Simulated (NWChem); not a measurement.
Program: NWChem. System: propyne (C₃H₄), charge 0, spin multiplicity 1, at a geometry optimised with PBE0/def2-SVP. Level: EOM-CCSD/6-31+G* (spherical d), 3 core orbitals frozen.

NWChem printed:

```
             Northwest Computational Chemistry Package (NWChem) 7.3.0
             --------------------------------------------------------

                                NWChem Input Module
                                -------------------

 Scaling coordinates for geometry "geometry" by  1.889725989
 (inverse scale =  0.529177249)

 Turning off AUTOSYM since
 SYMMETRY directive was detected!

                             Geometry "geometry" -> ""
                             -------------------------

 Output coordinates in angstroms (scale by  1.889725989 to convert to a.u.)

  No.       Tag          Charge          X              Y              Z
 ---- ---------------- ---------- -------------- -------------- --------------
    1 C                    6.0000     1.22339800    -0.19597400     0.00000000
    2 C                    6.0000    -0.21160800     0.03533900     0.00000000
    3 C                    6.0000    -1.40741700     0.22524900     0.00000000
    4 H                    1.0000     1.44914200    -1.27366000     0.00000000
    5 H                    1.0000     1.69660600     0.24757400     0.88975000
    6 H                    1.0000     1.69660600     0.24757400    -0.88975000
    7 H                    1.0000    -2.46859400     0.39082500     0.00000000

 Effective nuclear repulsion energy (a.u.)      58.5542181740

            Nuclear Dipole moment (a.u.)
            ----------------------------
        X                 Y               Z
 ---------------- ---------------- ----------------
    -0.0000037795    -0.0000056692     0.0000000000

      Symmetry information
      --------------------

 Group name             Cs
 Group number              2
 Group order               2
 No. of unique centers     6

      Symmetry unique atoms

     1    2    3    4    5    7


 Summary of "ao basis" -> "" (spherical)
 ------------------------------------------------------------------------------
       Tag                 Description            Shells   Functions and Types
 ---------------- ------------------------------  ------  ---------------------
 *                          6-31+g*                   on all atoms

 Summary of "ao basis" -> "ao basis" (spherical)
 ------------------------------------------------------------------------------
       Tag                 Description            Shells   Functions and Types
 ---------------- ------------------------------  ------  ---------------------
 C                          6-31+g*                  8       18   4s3p1d
 H                          6-31+g*                  2        2   2s

                                 NWChem SCF Module
                                 -----------------

  ao basis        = "ao basis"
  functions       =    62
  atoms           =     7
  closed shells   =    11
  open shells     =     0
  charge          =   0.00
  wavefunction    = RHF
  use symmetry    = T
  symmetry adapt  = T

 Summary of "ao basis" -> "ao basis" (spherical)
 ------------------------------------------------------------------------------
       Tag                 Description            Shells   Functions and Types
 ---------------- ------------------------------  ------  ---------------------
 C                          6-31+g*                  8       18   4s3p1d
 H                          6-31+g*                  2        2   2s

      Symmetry analysis of basis
      --------------------------

        a'         45
        a"         17

 Forming initial guess at       0.1s

 !! The overlap matrix has   1 vectors deemed linearly dependent with
    eigenvalues:
 3.93D-06

      Superposition of Atomic Density Guess
      -------------------------------------

 Sum of atomic energies:        -114.98340506

      Non-variational initial energy
      ------------------------------

 Total energy =    -116.642300
 1-e energy   =    -268.202720
 2-e energy   =      93.006201
 HOMO         =      -0.331919
 LUMO         =       0.054139

      Symmetry analysis of molecular orbitals - initial
      -------------------------------------------------

  Numbering of irreducible representations:

     1 a'          2 a"

  Orbital symmetries:

     1 a'          2 a'          3 a'          4 a'          5 a'
[...]
 largest EOMCCSD amplitudes: R1 and R2

 Singles contributions
    15a'  (alpha) ---    10a"  (alpha)        0.3750547753
    17a'  (alpha) ---    10a"  (alpha)       -0.3190858257
    20a'  (alpha) ---    10a"  (alpha)        0.2328229684
    23a'  (alpha) ---    10a"  (alpha)       -0.3775300046
    26a'  (alpha) ---    10a"  (alpha)       -0.1412755186
    14a"  (alpha) ---    11a'  (alpha)       -0.3768733924
    18a"  (alpha) ---    11a'  (alpha)        0.3203135538
    19a"  (alpha) ---    11a'  (alpha)       -0.2338506893
    22a"  (alpha) ---    11a'  (alpha)        0.3792054108
    27a"  (alpha) ---    11a'  (alpha)        0.1417694722

 Doubles contributions
 ------------------

 Excited state root  2
 Excitation energy / hartree =        0.280681115411101
                   / eV      =        7.637725009241287
 largest EOMCCSD amplitudes: R1 and R2

 Singles contributions
    15a'  (alpha) ---    10a"  (alpha)       -0.4186519694
    17a'  (alpha) ---    10a"  (alpha)        0.3217273013
    20a'  (alpha) ---    10a"  (alpha)       -0.2009445305
    23a'  (alpha) ---    10a"  (alpha)        0.3482522574
    26a'  (alpha) ---    10a"  (alpha)        0.1241602101
    14a"  (alpha) ---    11a'  (alpha)       -0.4163825950
    18a"  (alpha) ---    11a'  (alpha)        0.3193448437
    19a"  (alpha) ---    11a'  (alpha)       -0.1995368005
    22a"  (alpha) ---    11a'  (alpha)        0.3460835510
    27a"  (alpha) ---    11a'  (alpha)        0.1230984733

 Doubles contributions

 No. of initial left vectors    2

 EOM-CCSD left-hand side iterations
 --------------------------------------------------------------
      Residuum       Omega / hartree  Omega / eV    Cpu    Wall
 --------------------------------------------------------------

 Iteration   1 using    2 trial vectors
   0.4692163979167   0.3775393815937   10.27337
   0.4933813004052   0.4046353462754   11.01069     1.2     1.2

 Iteration   2 using    4 trial vectors
   0.0892080671090   0.3015952435845    8.20683
   0.0922162170976   0.3210137317328    8.73523     1.2     1.2

 Iteration   3 using    6 trial vectors
   0.0605471514343   0.2938192663224    7.99523
   0.0529107579650   0.3144182914480    8.55576     1.3     1.3

 Iteration   4 using    8 trial vectors
   0.0509468154355   0.2880760563325    7.83895
   0.0364708808231   0.3114779806441    8.47575     1.3     1.3

 Iteration   5 using   10 trial vectors
   0.0360982996824   0.2838318172770    7.72346
   0.0263886194888   0.3091869993724    8.41341     1.3     1.3

 Iteration   6 using   12 trial vectors
   0.0247829435171   0.2831208795144    7.70411
   0.0201104293535   0.3085905756747    8.39718     1.3     1.3

 Iteration   7 using   14 trial vectors
   0.0159066417917   0.2819474316215    7.67218
   0.0152970777399   0.3078103501779    8.37595     1.3     1.3

 Iteration   8 using   16 trial vectors
   0.0087667729278   0.2816951182899    7.66532
   0.0096190659910   0.3075243178504    8.36817     1.3     1.3

 Iteration   9 using   18 trial vectors
   0.0046646790849   0.2818413301287    7.66930
   0.0058601720999   0.3076150936895    8.37064     1.3     1.3

 Iteration  10 using   20 trial vectors
   0.0025206832314   0.2817087578315    7.66569
   0.0038351152051   0.3075084216752    8.36773     1.3     1.3

 Iteration  11 using   22 trial vectors
   0.0013202050874   0.2817180075385    7.66594
   0.0032757738580   0.3074790535193    8.36693     1.3     1.3

 Iteration  12 using   24 trial vectors
   0.0007538894924   0.2817241025965    7.66611
   0.1224780191442   0.3046801082500    8.29077     1.3     1.3

 Iteration  13 using   26 trial vectors
   0.0007767186426   0.2817138584945    7.66583
   0.0838394591828   0.2913360464185    7.92766     1.3     1.3

 Iteration  14 using   28 trial vectors
   0.0011911885391   0.2817045516980    7.66557
   0.0566292620825   0.2862452306241    7.78913     1.2     1.2

 Iteration  15 using   30 trial vectors
   0.0406424529667   0.2814332007204    7.65819
   0.0032893804585   0.2816893801937    7.66516     1.3     1.3

 Iteration  16 using   32 trial vectors
   0.0658310095050   0.2744733498180    7.46880
   0.0153468520048   0.2816045898757    7.66285     1.4     1.4

 Iteration  17 using   34 trial vectors
   0.0319542214869   0.2718863616268    7.39841
   0.0152652716269   0.2809189978113    7.64420     1.4     1.4

 Iteration  18 using   36 trial vectors
   0.0141637228387   0.2708813929318    7.37106
   0.0076666791855   0.2807692815842    7.64012     1.4     1.4

 Iteration  19 using   38 trial vectors
   0.0059678288994   0.2707300870991    7.36694
   0.0043604911965   0.2807298712560    7.63905     1.5     1.5

 Iteration  20 using   40 trial vectors
   0.0026003185035   0.2707472546439    7.36741
   0.0025321622246   0.2806845956753    7.63782     1.6     1.6

 Iteration  21 using   42 trial vectors
   0.0013650327757   0.2707056360848    7.36628
   0.0012362454832   0.2806837341944    7.63780     1.5     1.5

 Iteration  22 using   44 trial vectors
   0.0009429561954   0.2707103811556    7.36641
   0.0005827707233   0.2806839534352    7.63780     1.6     1.6

 Iteration  23 using   46 trial vectors
   0.0005962682344   0.2707067738771    7.36631
   0.0002953150837   0.2806820186907    7.63775     1.7     1.7

 Iteration  24 using   48 trial vectors
   0.0003143486619   0.2707021297143    7.36618
   0.0001522411406   0.2806812321174    7.63773     1.7     1.7

 Iteration  25 using   50 trial vectors
   0.0001517061007   0.2707029217899    7.36620
   0.0000733554156   0.2806814403816    7.63773     1.7     1.7

 Iteration  26 using   52 trial vectors
   0.0000661867059   0.2707026601153    7.36620
   0.0000291181994   0.2806811721085    7.63773     1.9     1.9

 Iteration  27 using   54 trial vectors
   0.0000297694270   0.2707025451868    7.36619
   0.0000107702950   0.2806811238791    7.63773     1.8     1.8

 Iteration  28 using   56 trial vectors
   0.0000149205437   0.2707027166833    7.36620
   0.0000038031642   0.2806811375117    7.63773     2.0     2.0

 Iteration  29 using   57 trial vectors
   0.0000084940890   0.2707026726356    7.36620
   0.0000036348616   0.2806811379778    7.63773     1.4     1.4
 --------------------------------------------------------------
 Iterations converged

 Excited state root  1
 Excitation energy / hartree =        0.270702702781586
                   / eV      =        7.366198470730303

 EOM-CCSD transition moments / hartree
 --------------------------------------------
 X    0.0000000 Y    0.0000000 Z    0.0027849
 Oscillator Strength                0.0000014
 --------------------------------------------

 EOM-CCSD dipole moments / hartree & Debye
 ------------------------------------
   X        -0.6197656     -1.5752989
   Y         0.0941374      0.2392752
   Z         0.0000000      0.0000000
 Total       0.6268742      1.5933673
 ------------------------------------

 Singles contributions
    15a'  (alpha) ---    10a"  (alpha)        0.3750547753
    17a'  (alpha) ---    10a"  (alpha)       -0.3190858257
    20a'  (alpha) ---    10a"  (alpha)        0.2328229684
    23a'  (alpha) ---    10a"  (alpha)       -0.3775300046
    26a'  (alpha) ---    10a"  (alpha)       -0.1412755186
    14a"  (alpha) ---    11a'  (alpha)       -0.3768733924
    18a"  (alpha) ---    11a'  (alpha)        0.3203135538
    19a"  (alpha) ---    11a'  (alpha)       -0.2338506893
    22a"  (alpha) ---    11a'  (alpha)        0.3792054108
    27a"  (alpha) ---    11a'  (alpha)        0.1417694722

 Doubles contributions

 Excited state root  2
 Excitation energy / hartree =        0.280681115411101
                   / eV      =        7.637725009241287

 Task  times  cpu:      127.4s     wall:      127.4s

 Total times  cpu:      127.4s     wall:      127.4s
```

Problem. Write an NWChem input that would produce this output.

Solution. Several could match; the one computed here: 
```
start mol
memory heap 100 mb stack 700 mb global 1900 mb
geometry units angstroms nocenter noautoz
  C      1.223398    -0.195974     0.000000
  C     -0.211608     0.035339     0.000000
  C     -1.407417     0.225249     0.000000
  H      1.449142    -1.273660     0.000000
  H      1.696606     0.247574     0.889750
  H      1.696606     0.247574    -0.889750
  H     -2.468594     0.390825     0.000000
  symmetry group Cs
end
basis spherical
  * library 6-31+g*
end
scf
  rhf
  nopen 0
  maxiter 100
  thresh 1e-7
  semidirect memsize 60000000 filesize 0
end
tce
  freeze core 3
  ccsd
  nroots 2
  2eorb
  2emet 13
  thresh 1e-5
  maxiter 200
  tilesize 24
  dipole
end
task tce energy
```
